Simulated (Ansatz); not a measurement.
# triplet Si2H6 at 4 levels

We compute a comparison of 4 runs (UHF/STO-3G, UBLYP/aug-cc-pVDZ, UCAM-B3LYP/aug-cc-pVDZ, RPA@PBE0/aug-cc-pVDZ) of triplet Si2H6. 

The calculation is run with Ansatz 0.2.0.

35 further runs of the same task are left out: 7 that didn't finish, 28 set aside as unsound or not needed.

## Step 1: Starting point

The species is Si2H6 (8 atoms), meant as a triplet with charge 0. As SMILES of the parent species, `[SiH3][SiH3]`. The shape is that of a PBE0-D4/def2-TZVP optimisation. That shape belongs to the parent species and isn't relaxed for this state.

Bond lengths: Si1–Si2 2.338 Å, Si1–H3 1.488 Å, Si1–H4 1.488 Å, Si1–H5 1.488 Å, Si2–H6 1.488 Å, Si2–H7 1.488 Å, Si2–H8 1.488 Å. Some angles: Si1–Si2–H6 110.3°, Si1–Si2–H7 110.3°, Si1–Si2–H8 110.3°, Si2–Si1–H3 110.3°, Si2–Si1–H4 110.3°, Si2–Si1–H5 110.3°, H6–Si2–H7 108.7°, H6–Si2–H8 108.7°, H7–Si2–H8 108.7°, H3–Si1–H4 108.7°.

## Step 2: The energy at UHF/STO-3G (run 1)

job.yaml reads:

```yaml
crystal:
  periodic: [false, false, false]
  atoms:
    - {symbol: Si, position_ang: [-0.340500, 0.490200, -1.004900]}
    - {symbol: Si, position_ang: [0.363500, -0.504400, 0.991000]}
    - {symbol: H, position_ang: [0.833900, 0.948200, -1.794900]}
    - {symbol: H, position_ang: [-1.112900, -0.483900, -1.821900]}
    - {symbol: H, position_ang: [-1.208000, 1.664100, -0.717900]}
    - {symbol: H, position_ang: [1.139000, 0.468600, 1.806300]}
    - {symbol: H, position_ang: [1.228100, -1.680500, 0.704000]}
    - {symbol: H, position_ang: [-0.811000, -0.959200, 1.782600]}
basis:
  gaussian:
    orbitals: STO-3G
magnetization:
  spin_polarized: true
  initial_magnetization: 2
output:
  orbitals: {seedname: orbitals}
accuracy: high
hamiltonian:
  xc: hf
```

On the command line:

```
$ ansatz run job.yaml --threads 1 --pin off --max-ram 3480MiB --events-out events.jsonl --progress --plain --runs-dir runs
```

The log of the run:

```text
Warning: RAYON_NUM_THREADS=1 ignored (pool sized by the plan → 1); use --threads N
Functional definition: HF
  name "HF"
  exchange = exact_x
  correlation = 0
436 factors; integrals over basis functions are off by at most 4.4e-9 eV
mean field evaluation 1: about -15626.6676 eV, gradient 8.9e0 eV
mean field evaluation 2: about -15626.7374 eV, gradient 8.8e0 eV
mean field evaluation 4: about -15628.6145 eV, gradient 2.2e0 eV
mean field evaluation 8: about -15628.8074 eV, gradient 2.3e-4 eV
mean field evaluation 16: about -15626.6592 eV, gradient 7.3e0 eV
mean field -15628.80423421 eV, -574.3479620233 hartree, gradient 2.6e-8 eV, S^2 2.003202; 0 other end points of the search recorded, 0 dependent functions left out
reference -15628.80423421 eV, -574.3479620233 hartree; 18, 16 occupied and 6, 8 virtual orbitals, 436 factors
Total energy: -15628.80423421 eV, -574.3479620233 hartree
```

Wall time 0.38 s (1 thread of Intel Xeon Platinum 8259CL at 2.50GHz (Skylake/Cascade Lake), shared host).

## Step 3: The energy at UBLYP/aug-cc-pVDZ (run 2)

Changes to job.yaml since step 2:

```diff
@@ -13,3 +13,3 @@
   gaussian:
-    orbitals: STO-3G
+    orbitals: aug-cc-pVDZ
 magnetization:
@@ -17,6 +17,5 @@
   initial_magnetization: 2
-output:
-  orbitals: {seedname: orbitals}
+hamiltonian:
+  xc: {name: BLYP}
 accuracy: high
-hamiltonian:
-  xc: hf
+output: {orbitals: {seedname: orbitals}}
```

On the command line:

```
$ ansatz run job.yaml --threads 1 --pin off --max-ram 3480MiB --events-out events.jsonl --progress --plain --runs-dir runs
```

The log of the run (excerpt; [...] marks lines left out):

```text
Warning: RAYON_NUM_THREADS=1 ignored (pool sized by the plan → 1); use --threads N
Functional definition: BLYP
  name "BLYP"
[...]
2208 factors; integrals over basis functions are off by at most 3.6e-9 eV
[...]
mean field -15845.22343578 eV, -582.3012209867 hartree, gradient 6.1e-8 eV, S^2 2.002893; 10 other end points of the search recorded, 0 dependent functions left out
reference -15845.22351390 eV, -582.3012238577 hartree; 18, 16 occupied and 90, 92 virtual orbitals, 2208 factors
Total energy: -15845.22351390 eV, -582.3012238577 hartree
```

Run time: 2.5 min. Hardware: 1 thread of Intel Xeon Platinum 8259CL at 2.50GHz (Skylake/Cascade Lake), shared host; peak memory 0.46 GiB.

## Step 4: A single-point energy at UCAM-B3LYP/aug-cc-pVDZ (run 3)

molecule.yaml reads:

```yaml
crystal:
  periodic: [false, false, false]
  atoms:
    - {symbol: Si, position_ang: [-0.340500, 0.490200, -1.004900]}
    - {symbol: Si, position_ang: [0.363500, -0.504400, 0.991000]}
    - {symbol: H, position_ang: [0.833900, 0.948200, -1.794900]}
    - {symbol: H, position_ang: [-1.112900, -0.483900, -1.821900]}
    - {symbol: H, position_ang: [-1.208000, 1.664100, -0.717900]}
    - {symbol: H, position_ang: [1.139000, 0.468600, 1.806300]}
    - {symbol: H, position_ang: [1.228100, -1.680500, 0.704000]}
    - {symbol: H, position_ang: [-0.811000, -0.959200, 1.782600]}
basis:
  gaussian: {orbitals: aug-cc-pVDZ}
hamiltonian: {xc: {name: CAM-B3LYP}}
output: {orbitals: {seedname: orbitals}}
accuracy: high
magnetization: {spin_polarized: true, initial_magnetization: 2}
```

On the command line:

```
$ ansatz run molecule.yaml --threads 1 --pin off --max-ram 3480MiB --events-out events.jsonl --progress --plain --runs-dir runs
```

The log of the run (excerpt; [...] marks lines left out):

```text
Warning: RAYON_NUM_THREADS=1 ignored (pool sized by the plan → 1); use --threads N
Functional definition: CAM-B3LYP
  name "CAM-B3LYP"
[...]
2208 factors; integrals over basis functions are off by at most 3.6e-9 eV
614 factors; integrals over basis functions are off by at most 2.4e-9 eV
[...]
mean field -15845.72933347 eV, -582.3198123840 hartree, gradient 9.3e-8 eV, S^2 2.005819; 12 other end points of the search recorded, 0 dependent functions left out
reference -15845.72936195 eV, -582.3198134304 hartree; 18, 16 occupied and 90, 92 virtual orbitals, 2208 factors
Total energy: -15845.72936195 eV, -582.3198134304 hartree
```

It took 4 min on 1 thread of Intel Xeon Platinum 8259CL at 2.50GHz (Skylake/Cascade Lake), shared host; peak memory 0.61 GiB.

## Step 5: A single-point energy at RPA@PBE0/aug-cc-pVDZ (run 4)

job.yaml reads:

```yaml
crystal:
  periodic: [false, false, false]
  atoms:
    - symbol: Si
      position_ang: [-0.340500, 0.490200, -1.004900]
    - symbol: Si
      position_ang: [0.363500, -0.504400, 0.991000]
    - symbol: H
      position_ang: [0.833900, 0.948200, -1.794900]
    - symbol: H
      position_ang: [-1.112900, -0.483900, -1.821900]
    - symbol: H
      position_ang: [-1.208000, 1.664100, -0.717900]
    - symbol: H
      position_ang: [1.139000, 0.468600, 1.806300]
    - symbol: H
      position_ang: [1.228100, -1.680500, 0.704000]
    - symbol: H
      position_ang: [-0.811000, -0.959200, 1.782600]
basis:
  gaussian: {orbitals: aug-cc-pVDZ}
accuracy: high
magnetization: {spin_polarized: true, initial_magnetization: 2}
correlation: {method: rpa, frozen_orbitals: {H: 0, Si: 5}}
hamiltonian: {xc: {name: PBE0}}
```

On the command line:

```
$ ansatz run job.yaml --threads 1 --pin off --max-ram 3480MiB --events-out events.jsonl --progress --plain --runs-dir runs
```

The log of the run (excerpt; [...] marks lines left out):

```text
Warning: RAYON_NUM_THREADS=1 ignored (pool sized by the plan → 1); use --threads N
Functional definition: PBE0
  name "PBE0"
[...]
2208 factors; integrals over basis functions are off by at most 3.6e-9 eV
[...]
mean field -15839.11131564 eV, -582.0766047144 hartree, gradient 4.3e-8 eV, S^2 2.005789; 19 other end points of the search recorded, 0 dependent functions left out
10 core orbitals not correlated: weight in the atoms' cores, before any rotation towards them, 1.000 or more for the frozen orbitals, at most 0.000 for the correlated occupied ones
reference -15811.97060596 eV, -581.0792020306 hartree; 8, 6 occupied and 90, 92 virtual orbitals, 2208 factors
Total energy: -15823.45050881 eV, -581.5010806789 hartree
```

It took 4.2 min on 1 thread of Intel Xeon Platinum 8259CL at 2.50GHz (Skylake/Cascade Lake), shared host; peak memory 0.57 GiB.

## Step 6: All runs side by side

| run | level | frozen core orbitals | energy (Eh) | HOMO energy (eV) | ⟨S²⟩ | wall time |
| --- | --- | --- | --- | --- | --- | --- |
| 1 | UHF/STO-3G | – | -574.347962 | 0.37 | 2.003 | 0.38 s |
| 2 | UBLYP/aug-cc-pVDZ | – | -582.301224 | -1.25 | 2.003 | 2.5 min |
| 3 | UCAM-B3LYP/aug-cc-pVDZ | – | -582.319813 | -3.03 | 2.006 | 4 min |
| 4 | RPA@PBE0/aug-cc-pVDZ | 10 | -581.501081 | – | 2.006 | 4.2 min |

## Step 7: What came out

| quantity | value |
| --- | --- |
| run 4: total energy | -581.50108 Eh |
| run 4: RPA correlation energy (valence) | -421.9 mEh |
| run 4: ⟨S²⟩ of the reference determinant | 2.006 |

Totals of different functionals can't be ranked against each other. In run 1 the basis is minimal, so the values are rough. All runs together took 11 min, the longest 4.2 min.
